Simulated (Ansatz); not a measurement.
Species: CH3S, charge -1, singlet. CH3S- (parent SMILES C[S], singlet).
B3LYP-D3(BJ)/def2-TZVP minimum from Ansatz (a quantum-chemistry and plane-wave program):
```xyz
5

C     -1.1217    -0.0648    -0.0032
S      0.7089     0.0409     0.0020
H     -1.4983    -0.7277    -0.7953
H     -1.5192    -0.4532     0.9454
H     -1.5950     0.9146    -0.1633
```
Charge -1, spin multiplicity 1.

Total energies in aug-cc-pV(D+d)Z, 14 correlated electrons, 6 frozen orbitals. Radicals and triplets start from unrestricted determinants; spin-orbit coupling is neglected. Cores are frozen in correlated methods. No relativity. The spin of CH3S- (parent SMILES C[S], singlet) was assumed, and the state is the lowest solution found for it.

| method | program | energy (Eh) | minus CCSDT(Q) (mEh) |
|---|---|---|---|
| HF | Ansatz | -437.15458 | 355.32 |
| MP2 | Ansatz | -437.46596 | 43.93 |
| CCSD | Ansatz | -437.49599 | 13.91 |
| CCSD(T) | Ansatz | -437.50831 | 1.59 |
| CCSDT(Q) | Ansatz | -437.50990 | 0.00 |

Rough core times of Ansatz's runs on a shared machine: CCSD(T) under 20 s, CCSDT(Q) 3 min.
